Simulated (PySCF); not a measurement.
**SF5: from structure and modes to constants**

Computed with PySCF, UPBE0, basis S def2-SVP, F def2-SVP (no relativity, density fitting).

The doublet minimum has C4v symmetry. Masses (u): S 31.97207, F 18.99840.

```xyz
6
charge 0 multiplicity 2, angstrom
S     0.0000    0.0000   -0.2103
F     0.0000    0.0000    1.3603
F     1.6199    0.0000   -0.2514
F     0.0000    1.6199   -0.2514
F    -1.6199    0.0000   -0.2514
F     0.0000   -1.6199   -0.2514
```

Harmonic wavenumbers (cm⁻¹): 234.7 (b1, ×1), 347.8 (e, ×2), 445.9 (b2, ×1), 507.3 (e, ×2), 538.4 (a1, ×1), 624.0 (b1, ×1), 658.8 (a1, ×1), 901.3 (e, ×2), 921.1 (a1, ×1).

(1) Find the principal moments of inertia and the rotational constants. What kind of rotor is it?

(2) What is the harmonic zero-point energy?

(3) Find the vibrational entropy and heat capacity at 298.15 K.

(4) Give the standard entropy (298.15 K, 1 bar) by its translational, rotational, vibrational and spin parts, and Cp.

Results:

(1) About the centre of mass I = 141.08, 141.08, 199.42 u Å². With B = 16.8576/I this gives 0.1195, 0.1195, 0.08454 cm⁻¹. The molecule is an oblate symmetric top.

(2) Half the sum of all 12 wavenumbers, 6936/2 = 3468 cm⁻¹, which is 41.5 kJ/mol (1 cm⁻¹ = 0.0119627 kJ/mol).

(3) With u = 1.43878 ω/T, each mode gives S = R[u/(eᵘ−1) − ln(1−e⁻ᵘ)] and C = R u² eᵘ/(eᵘ−1)².
```csv
ω (cm⁻¹),u,S (J/(mol K)),C (J/(mol K))
234.7,1.132,7.71,7.48
347.8 (×2),1.678,4.92,6.61
445.9,2.152,3.38,5.73
507.3 (×2),2.448,2.68,5.16
538.4,2.598,2.38,4.88
624.0,3.011,1.72,4.11
658.8,3.179,1.50,3.81
901.3 (×2),4.349,0.58,2.08
921.1,4.445,0.54,1.97
```
The sums over all modes are S = 33.6 and C = 55.7 J/(mol K); the softest mode gives 23 % of the entropy (each member, where degenerate).

(4) Sackur–Tetrode with M = 126.96 u gives 169.3; rotation with symmetry number 4 gives 100.2; vibration 33.6; spin R ln 2 = 5.8. The total is 308.8 J/(mol K), and Cp = 4 R + 55.7 = 88.9 J/(mol K).

Only a few start shapes were tried, so a lower isomer may exist.
